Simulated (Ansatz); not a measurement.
A search over several starts for the lowest SCF solution of Si3H6 at the given spin, in a small basis.

```yaml
crystal:
  periodic: [false, false, false]
  atoms:
    - {symbol: Si, position_ang: [-1.299416, 0.405191, -0.840880]}
    - {symbol: Si, position_ang: [1.450110, -1.063909, 0.887190]}
    - {symbol: Si, position_ang: [0.510302, 1.020478, 0.514971]}
    - {symbol: H, position_ang: [0.616101, -1.800537, 1.914439]}
    - {symbol: H, position_ang: [-2.262217, -0.498153, -0.123104]}
    - {symbol: H, position_ang: [1.406822, 1.581844, -0.580310]}
    - {symbol: H, position_ang: [-1.040455, -0.296362, -2.146441]}
    - {symbol: H, position_ang: [2.770899, -0.928316, 1.621224]}
    - {symbol: H, position_ang: [-2.152145, 1.579765, -1.247099]}
basis:
  gaussian: {orbitals: def2-SVP}
hamiltonian: {xc: pbe0, dispersion: d4}
output: {orbitals: {seedname: orbitals}}
```

```sh
$ ansatz run in.yaml --threads 4 --pin off --events-out ev --progress --plain --max-ram 3916MiB
```

It prints (some lines left out):

```
Functional definition: PBE0
813 factors; integrals over basis functions are off by at most 1.1e-3 eV
mean field evaluation 1: about -23709.8852 eV, gradient 1.2e1 eV
mean field evaluation 2: about -23710.2393 eV, gradient 7.6e0 eV
mean field evaluation 4: about -23710.5136 eV, gradient 1.1e0 eV
mean field evaluation 8: about -23710.5408 eV, gradient 1.7e-2 eV
mean field -23710.54084040 eV, -871.3463043028 hartree, gradient 4.0e-5 eV, S^2 0.000000; 0 other end points of the search recorded, 0 dependent functions left out
reference -23710.54086799 eV, -871.3463053169 hartree; 24, 24 occupied and 60, 60 virtual orbitals, 813 factors
Total energy: -23710.74350276 eV, -871.3537520072 hartree
```

Hardware: 4 threads of Arm Neoverse V1 on a shared host. Wall time 0.8 s.

The structure comes from a short search, and lower isomers may exist.
